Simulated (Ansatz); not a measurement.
Born–Oppenheimer molecular dynamics of BFH₂ (4 atoms, charge 0, multiplicity 1). It goes on from the last frame of an earlier run, with new velocities.

Theory: RKS revPBE-D4/def2-SVP in Ansatz 0.2.0.

```
ensemble                      : NVE (velocity Verlet)
time step                     : 0.5 fs
steps asked                   : 150
starting velocities drawn for : 50 K
seed                          : 901850
```

Frames 2.5 fs apart, positions in Å, forces in eV/Å.

Velocities at 15.0 fs (Å/ps):

```
B 0.70 -1.60 0.61
H -0.96 5.51 1.15
H 14.10 6.61 -1.63
F -1.09 0.27 -0.32
```

```xyz
4
Properties=species:S:1:pos:R:3:forces:R:3 time_fs=15.0 energy_less_start_eV=-0.005 T=69
B 0.022 -0.001 -0.010 -0.62 0.14 1.13
H -0.201 0.018 1.183 0.56 -0.05 0.37
H 1.122 0.013 -0.515 -0.08 -0.05 -0.45
F -1.139 0.000 -0.651 0.13 -0.05 -1.04
4
Properties=species:S:1:pos:R:3:forces:R:3 time_fs=17.5 energy_less_start_eV=-0.013 T=100
B 0.023 -0.004 -0.006 -0.21 0.31 0.77
H -0.187 0.030 1.196 0.52 -0.10 0.19
H 1.148 0.028 -0.529 -0.68 -0.12 -0.15
F -1.142 0.001 -0.653 0.37 -0.09 -0.82
4
Properties=species:S:1:pos:R:3:forces:R:3 time_fs=20.0 energy_less_start_eV=-0.050 T=242
B 0.022 -0.006 0.003 -0.19 0.39 0.49
H -0.142 0.036 1.220 0.35 -0.13 -0.08
H 1.137 0.035 -0.554 -0.72 -0.15 -0.02
F -1.143 0.001 -0.658 0.56 -0.11 -0.39
4
Properties=species:S:1:pos:R:3:forces:R:3 time_fs=22.5 energy_less_start_eV=-0.092 T=406
B 0.020 -0.006 0.014 -0.54 0.37 0.25
H -0.077 0.034 1.240 0.08 -0.13 -0.20
H 1.085 0.035 -0.581 -0.16 -0.13 -0.14
F -1.142 0.001 -0.664 0.62 -0.11 0.09
4
Properties=species:S:1:pos:R:3:forces:R:3 time_fs=25.0 energy_less_start_eV=-0.091 T=400
B 0.015 -0.003 0.027 -0.73 0.25 -0.15
H -0.007 0.024 1.249 -0.19 -0.09 -0.10
H 1.025 0.026 -0.616 0.45 -0.08 -0.26
F -1.140 0.000 -0.670 0.47 -0.08 0.51
4
Properties=species:S:1:pos:R:3:forces:R:3 time_fs=27.5 energy_less_start_eV=-0.062 T=287
B 0.006 0.001 0.039 -0.17 0.08 -0.87
H 0.052 0.009 1.252 -0.40 -0.03 0.06
H 0.988 0.013 -0.664 0.43 -0.03 0.02
F -1.136 0.000 -0.674 0.14 -0.03 0.79
4
Properties=species:S:1:pos:R:3:forces:R:3 time_fs=30.0 energy_less_start_eV=-0.018 T=120
B -0.004 0.005 0.046 0.68 -0.10 -1.40
H 0.087 -0.008 1.258 -0.51 0.03 0.04
H 0.975 -0.002 -0.710 0.08 0.04 0.50
F -1.132 -0.001 -0.676 -0.25 0.03 0.87
4
Properties=species:S:1:pos:R:3:forces:R:3 time_fs=32.5 energy_less_start_eV=0.004 T=35
B -0.010 0.008 0.045 1.14 -0.27 -1.26
H 0.092 -0.023 1.265 -0.53 0.09 -0.15
H 0.968 -0.015 -0.729 -0.01 0.10 0.66
F -1.128 -0.002 -0.675 -0.60 0.08 0.75
4
Properties=species:S:1:pos:R:3:forces:R:3 time_fs=35.0 energy_less_start_eV=-0.024 T=142
B -0.010 0.011 0.038 0.97 -0.37 -0.64
H 0.066 -0.033 1.264 -0.45 0.13 -0.24
H 0.962 -0.021 -0.710 0.28 0.13 0.39
F -1.127 -0.002 -0.672 -0.80 0.10 0.49
4
Properties=species:S:1:pos:R:3:forces:R:3 time_fs=37.5 energy_less_start_eV=-0.067 T=307
B -0.004 0.011 0.027 0.40 -0.36 0.00
H 0.013 -0.034 1.249 -0.26 0.13 -0.11
H 0.974 -0.020 -0.668 0.62 0.12 -0.05
F -1.128 -0.002 -0.667 -0.76 0.11 0.16
4
Properties=species:S:1:pos:R:3:forces:R:3 time_fs=40.0 energy_less_start_eV=-0.100 T=434
B 0.004 0.009 0.016 0.11 -0.28 0.22
H -0.054 -0.028 1.228 -0.01 0.10 0.12
H 1.019 -0.012 -0.628 0.39 0.10 -0.15
F -1.131 -0.002 -0.662 -0.48 0.08 -0.19
4
Properties=species:S:1:pos:R:3:forces:R:3 time_fs=42.5 energy_less_start_eV=-0.090 T=398
B 0.012 0.006 0.006 0.14 -0.13 0.32
H -0.123 -0.016 1.214 0.27 0.05 0.17
H 1.085 0.002 -0.595 -0.31 0.05 0.02
F -1.135 -0.001 -0.657 -0.10 0.04 -0.50
```

Of the whole run (75 fs, mean temperature of the second half 257 K): The conserved energy stayed within 0.079 meV per atom of its start (net change -0.066 meV per atom), so the integration is sound. The kinetic energy rose, since the run started high on the potential surface and went downhill. A run of 0.075 ps of so small a system gives no equilibrium averages.

The run took 67 s on 1 thread of Arm Neoverse V1, on a shared host, peak memory 0.077 GiB.
